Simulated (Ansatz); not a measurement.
A nudged elastic band was laid between two geometries of C$_{2}$H$_{4}$OS (8 atoms, charge 0, multiplicity 1).

Method: RKS PBE0-D4/def2-SVP in Ansatz 0.2.0.

| Item | Value |
| --- | --- |
| movable images | 5 |
| climbing image | yes |
| spring | 5.0 eV/Å² |
| optimiser | quadratic models (default) |
| start path | through a guess of the saddle point |
| force threshold | 0.05 eV/Å |
| iteration limit | 60 |
| end points | relaxed |

Initial state:

```xyz
8
Properties=species:S:1:pos:R:3
C 0.130 0.734 -0.451
C -0.332 -0.439 0.354
O 0.494 -0.879 1.366
S 0.383 -2.055 0.079
H -0.047 1.661 0.118
H -0.426 0.803 -1.397
H 1.204 0.645 -0.665
H -1.406 -0.471 0.598
```

Final state:

```xyz
8
Properties=species:S:1:pos:R:3
C 0.147 0.731 -0.450
C -0.320 -0.540 0.184
O -0.245 -0.628 1.557
S 0.870 -1.732 0.788
H 1.066 1.082 0.038
H -0.634 1.502 -0.342
H 0.336 0.587 -1.524
H -1.219 -1.002 -0.252
```

Problem. What changes between the two ends?

Solution. No bond is made or broken. The dihedral H7–C1–C2–S4 goes from -35 to 86°. The two ends are copies of one structure, up to a mirror image or an exchange of like atoms.

Problem. What energy profile does the band end with?

Solution. It converged. The highest image is number 3 of 0 to 6, 0.134 eV above the ends, which have the same energy within 2 meV. A vibrational analysis at the climbing image gives one clearly imaginary mode, 235i cm⁻¹: a first-order saddle point.

```csv
image,path coordinate (Å),energy (eV),dihedral H7–C1–C2–S4 (°)
0,0.00,0.000,-35
1,0.48,0.032,-15
2,0.96,0.099,5
3,1.43,0.134,25
4,1.90,0.100,46
5,2.37,0.033,66
6,2.84,0.000,86
```

Problem. What is the geometry of the highest image?

Solution. 
```xyz
8
Properties=species:S:1:pos:R:3
C 0.132 0.732 -0.468
C -0.344 -0.499 0.261
O 0.120 -0.696 1.547
S 0.725 -1.922 0.462
H 0.539 1.440 0.268
H -0.697 1.216 -1.003
H 0.927 0.503 -1.190
H -1.401 -0.775 0.123
```

Problem. What are the harmonic wavenumbers there?

Solution. 235i, 324, 461, 651, 707, 927, 970, 1087, 1124, 1238, 1359, 1411, 1444, 1458, 3076, 3125, 3179, 3185 cm⁻¹.

The band took 5 iterations and about 80 core-seconds.

Run time: 84 s on 1 thread of Arm Neoverse V1, on a shared host, peak memory 0.25 GiB.
